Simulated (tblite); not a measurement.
Start geometry of `CS(=O)(=O)C=[N]` [radical] from a force field or distance geometry (Å):
```
atom  x, y, z in Å
C1    -1.2493   -0.3678    0.1046
S2     0.0924    0.7760    0.0010
O3    -0.0047    1.5205   -1.2189
O4     0.2616    1.4296    1.2853
C5     1.5185   -0.2245   -0.1885
N6     1.6255   -1.5466    0.4122
H7    -1.1433   -0.9862    0.9894
H8    -2.1739    0.2202    0.1842
H9    -1.2705   -0.9758   -0.8000
H10    2.3527    0.1591   -0.7917
```

Question: What comes out of this run: GFN2-xTB geometry optimisation, gas phase in tblite?

Answer: 
```
atom  x, y, z in Å
C1    -1.3058   -0.3839    0.1534
S2     0.0875    0.7718   -0.0635
O3    -0.0314    1.4358   -1.3332
O4     0.2243    1.5862    1.1127
C5     1.6956   -0.4029   -0.1470
N6     1.4981   -1.5532    0.0258
H7    -1.0568   -1.0230    0.9895
H8    -2.1857    0.2148    0.3517
H9    -1.4010   -0.9451   -0.7656
H10    2.4842    0.3043   -0.3462
```

The energy falls by 189.1 kJ/mol over 49 L-BFGS steps, the largest force on an atom goes from 10.15 to 0.009 eV/Å, and the atoms move by 0.247 Å rms after alignment. The bond that changes most is C5=N6 (ends: carbon bonded to N, S and H; nitrogen bonded to C), which shortens by 0.276 Å. Bonds longer at the end by more than 0.005 Å: 3 of 9; shorter: 5. Among the angles that change most is N6–C5–H10, from 119.2° to 142.1°. Among the dihedrals that turn most is O4–S2–C5–H10, from -98° to -68°. Rotational constants go from 4360, 2641, 2504 to 4300, 2617, 2403 MHz. The orientation of the end geometry is arbitrary; only internal coordinates are fixed.

Its GFN2-xTB frequencies are all real (lowest 23 cm⁻¹).

One conformer stands for the species.

These are computed values.
